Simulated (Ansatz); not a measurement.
Input and command of a calculation in Ansatz (plane waves; scalar-relativistic PAW potentials unless the input names others):

```yaml
crystal:
  lattice:
    - [2.9015302526, 0.0, 0.0]
    - [-1.4507651263, 2.5127989086, 0.0]
    - [0.0, 0.0, 2.8465844771]
  atoms:
    - { symbol: Ta, position: [0.3333333333, 0.6666666667, 0.5] }
    - { symbol: "N", position: [0.0, 0.0, 0.0] }
basis:
  ecutwfc: 420
kpoints:
  mp_grid: { grid: [18, 18, 14] }
hamiltonian:
  xc: lda
  hubbard: { sites: [{ species: "N", l: f, u_eff: 30.0 }] }
scf:
  occupations: { method: fermi_dirac, width: 0.15 }
  max_iter: 60
output:
  forces: true
  eigenvalues: true
  stress: true
```

```bash
ansatz run input.yaml --threads 1 --pin off --max-ram 3072MiB --backend cpu --events-out ev --progress --plain --runs-dir out
```

**Question.** What will the program do with this input?

**Answer.** The program refuses it, because of a U on a shell that isn't there (hamiltonian.hubbard: not typed → {"sites": [{"species": "N", "l": "f", "u_eff": 30.0}]}). Without that key it is accepted.

Abridged log:
```
Error: inconsistent input (hamiltonian.hubbard.sites[].l, hamiltonian.hubbard.sites[].shell): the file of N doesn't list 4f, and it can't be added: PBE doesn't bind the shell 4f of the free atom, whose level lies at +1.14 eV. Type an atom or ion with it (hamiltonian.pseudopotentials.projection_atoms), take another file or name another shell
```

Cost: 1 run of about 0.0093 core-minutes, on Intel Xeon Processor @ 2.50GHz (Skylake/Cascade Lake) (shared hosts).